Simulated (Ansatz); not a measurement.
**SiH₅S+: functionals against CCSD(T) at one geometry**

A test off equilibrium: a structure displaced at random from a GFN2-xTB minimum is computed at several levels, and each is set against CCSD(T).

Method: single points in def2-TZVPP; program: Ansatz 0.2.0, Gaussian basis.

Cores are frozen in the correlated methods.

### Step 1. Starting geometry

SMILES `[SiH3][SH2+]`, 7 atoms, charge 1, spin multiplicity 1.

Atoms are counted from 1 here; the program's logs count them from 0.

Bond lengths: Si1–S2 2.308 Å, Si1–H3 1.492 Å, Si1–H4 1.272 Å, Si1–H5 1.701 Å, S2–H6 1.456 Å, S2–H7 1.466 Å. Angles: S2–Si1–H3 104.8°, S2–Si1–H4 97.9°, S2–Si1–H5 93.7°, H3–Si1–H4 118.4°, H3–Si1–H5 119.8°, H4–Si1–H5 114.7°, Si1–S2–H6 98.6°, Si1–S2–H7 103.8°, H6–S2–H7 80.9°.

Geometry (Å):

```
Si   -0.7812   -0.4619   -0.4400
S     0.9659    0.9868   -0.0185
H    -0.6579   -1.5204    0.6044
H    -0.4790   -0.7570   -1.6401
H    -1.9669    0.7476   -0.2835
H     0.9094    0.9779    1.4362
H     2.0997    0.0985    0.2530
```

### Step 2. CCSD(T)/def2-TZVPP

Input file run/in.yaml:

```yaml
crystal:
  periodic: [false, false, false]
  atoms:
    - {symbol: Si, position_ang: [-0.781200, -0.461900, -0.440000]}
    - {symbol: S, position_ang: [0.965900, 0.986800, -0.018500]}
    - {symbol: H, position_ang: [-0.657900, -1.520400, 0.604400]}
    - {symbol: H, position_ang: [-0.479000, -0.757000, -1.640100]}
    - {symbol: H, position_ang: [-1.966900, 0.747600, -0.283500]}
    - {symbol: H, position_ang: [0.909400, 0.977900, 1.436200]}
    - {symbol: H, position_ang: [2.099700, 0.098500, 0.253000]}
basis:
  gaussian: {orbitals: def2-TZVPP}
total_charge: 1
correlation: {method: ccsd_t}
output: {forces: true}
```

The command line of these runs was not kept.

### Step 3. PBE0-D4/def2-TZVPP

Changes to run/in.yaml since step 2:

```diff
@@ -13,3 +13,3 @@
 total_charge: 1
-correlation: {method: ccsd_t}
-output: {forces: true}
+hamiltonian: {xc: pbe0, dispersion: d4}
+output: {forces: true, orbitals: {seedname: orbitals}}
```

### Step 4. wB97M-V/def2-TZVPP

Changes to run/in.yaml since step 3:

```diff
@@ -13,3 +13,3 @@
 total_charge: 1
-hamiltonian: {xc: pbe0, dispersion: d4}
-output: {forces: true, orbitals: {seedname: orbitals}}
+hamiltonian: {xc: {name: wB97M-V}}
+output: {forces: true}
```

### Step 5. r2SCAN-D4/def2-TZVPP

Changes to run/in.yaml since step 4:

```diff
@@ -13,3 +13,3 @@
 total_charge: 1
-hamiltonian: {xc: {name: wB97M-V}}
+hamiltonian: {xc: r2scan, dispersion: d4}
 output: {forces: true}
```

### Step 6. PBE-D4/def2-TZVPP

Changes to run/in.yaml since step 5:

```diff
@@ -13,3 +13,3 @@
 total_charge: 1
-hamiltonian: {xc: r2scan, dispersion: d4}
+hamiltonian: {xc: pbe, dispersion: d4}
 output: {forces: true}
```

### Step 7. wB97X-V/def2-TZVPP

Changes to run/in.yaml since step 6:

```diff
@@ -13,3 +13,3 @@
 total_charge: 1
-hamiltonian: {xc: pbe, dispersion: d4}
+hamiltonian: {xc: {name: wB97X-V}}
 output: {forces: true}
```

### Step 8. BHLYP-D4/def2-TZVPP

Changes to run/in.yaml since step 7:

```diff
@@ -13,3 +13,3 @@
 total_charge: 1
-hamiltonian: {xc: {name: wB97X-V}}
+hamiltonian: {xc: {name: BHLYP}, dispersion: d4}
 output: {forces: true}
```

(Steps that only read results are left out.)

Q: Predict the outcome of this session. Wanted: energy less free atoms, CCSD(T)/def2-TZVPP; RMS force component; RMS force error; HOMO and LUMO, PBE0-D4; T1 diagnostic.

The runs gave:

| quantity | value |
| --- | --- |
| energy less free atoms, CCSD(T)/def2-TZVPP | -10.440 eV |
| RMS force component | 2.339 to 2.463 eV/Å over the methods |
| RMS force error | PBE0-D4 0.067, wB97M-V 0.048, r2SCAN-D4 0.074, PBE-D4 0.207, wB97X-V 0.073, BHLYP-D4 0.151 eV/Å |
| HOMO and LUMO, PBE0-D4 | -15.02 and -6.80 eV |
| T1 diagnostic | 0.012 |

In words: Against CCSD(T) the functionals' energies less atoms differ by -0.571 to -0.138 eV, PBE-D4 by -0.330 eV. CCSD(T) in triple zeta still lacks some correlation energy of the bonds, so part of these gaps is its own basis error and they don't rank the functionals. On forces the order runs from wB97M-V to PBE-D4. Frozen-core CCSD(T) forces in triple zeta carry basis errors of their own, and this is one geometry, so small gaps rank nothing.
